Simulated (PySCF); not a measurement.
**Which functional comes closest?**

Molecule: ClH2Si(SH), ClH$_{3}$SSi.

Bonds (- single, = double, # triple, : aromatic): S1-Si2 2.131 Å, Si2-Cl3 2.068 Å. S1 carries H4; Si2 carries H5, H6.

Geometry PBE0-D3(BJ)/def2-SVP throughout; GIAO in PySCF 2.14.0 with density-fitted response routines, gas phase, one conformer, non-relativistic; equivalent atoms averaged; basis pcSseg-2.

Reference values (measured; solution; U. Herzog, Habilitationsschrift, TU Bergakademie Freiberg, 2002/2003): δ(Si2) = -12.3 ppm vs TMS. Computed shifts are taken against TMS, calculated as an isolated molecule at each level.

How do the functionals HF, LDA, PBE, BLYP, BP86, OPBE, KT2, KT3, B97-D, B3LYP, PBE0, mPW1PW91, WP04, B97-2, BHandHLYP, CAM-B3LYP, wB97X-D, LC-wPBE perform against the reference? Times are CPU seconds on shared hosts with different chips, so compare them loosely.

Answers


```tsv
functional	kind	Si2	abs. error Si	core-s
HF	Hartree–Fock	-13.4	1.1	4.9
LDA	LDA	-1.5	10.8	9.2
PBE	GGA	-5.8	6.5	11
BLYP	GGA	-7.2	5.1	11
BP86	GGA	-5.5	6.8	12
OPBE	GGA	-5.7	6.6	11
KT2	GGA	-6.5	5.8	11
KT3	GGA	-7.9	4.4	11
B97-D	GGA	-7.1	5.2	11
B3LYP	global hybrid	-6.9	5.4	8.4
PBE0	global hybrid	-5.9	6.4	8.5
mPW1PW91	global hybrid	-5.7	6.6	8.1
WP04	global hybrid	-5.0	7.3	14
B97-2	global hybrid	-6.8	5.5	14
BHandHLYP	global hybrid	-8.3	4.0	14
CAM-B3LYP	range-separated hybrid	-6.5	5.8	11
wB97X-D	range-separated hybrid	-6.6	5.7	20
LC-wPBE	range-separated hybrid	-5.5	6.8	23
```

For ²⁹Si the closest is HF (1.1 ppm) and the furthest LDA (10.8 ppm). One molecule is a small sample, and vibrational and solvent effects are absent from the calculation.
